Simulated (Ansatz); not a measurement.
# AlF₂ (sextet): wave-function methods side by side, def2-TZVPP

One table from this session's results is given with a row withheld; the runs are named, their logs left out.

Method: def2-TZVPP, core rule «outside noble gas», up to 7 orbitals frozen; program: Ansatz 0.2.0, Gaussian basis.

To be run: UHF; ROHF; CCSD(T) on UHF.

## What is computed

The geometry is a PBE0/def2-TZVP stationary point (not a proven minimum) of the parent state, kept for this charge and spin.

3 atoms, charge 0, spin multiplicity 6.

Atoms are counted from 1 here; the program's logs count them from 0.

Bond lengths: Al1–F2 1.811 Å, Al1–F3 1.811 Å. Angles: F2–Al1–F3 65.9°.

Set-up of the first run:

Input file in.yaml:

```yaml
crystal:
  periodic: [false, false, false]
  atoms:
    - {symbol: Al, position_ang: [0.000000, -0.888930, -0.000475]}
    - {symbol: F, position_ang: [0.000000, 0.631755, -0.984846]}
    - {symbol: F, position_ang: [0.000000, 0.630704, 0.985520]}
basis:
  gaussian: {orbitals: def2-TZVPP}
magnetization: {spin_polarized: true, initial_magnetization: 5}
hamiltonian: {xc: hf}
output: {orbitals: {seedname: orbitals}}
```

Launch:

```
> ansatz run in.yaml --threads 1 --pin off --events-out ev --progress --plain --max-ram 4096MiB --backend cpu
```

Among the steps run: UHF; ROHF; CCSD(T) on UHF.

One of the session's tables, all rows but one given; the rest of the session is left out.

```
  method  from UCCSD(T) (kcal/mol)
    ROHF                         ?
     UHF                   +289.87
    UMP2                    +26.30
   UCCSD                     +6.39
UCCSD(T)                         0
```

Estimate the missing values for ROHF.

The run gave: from UCCSD(T) (kcal/mol): +296.61. In the column «from UCCSD(T) (kcal/mol)» it is the highest.
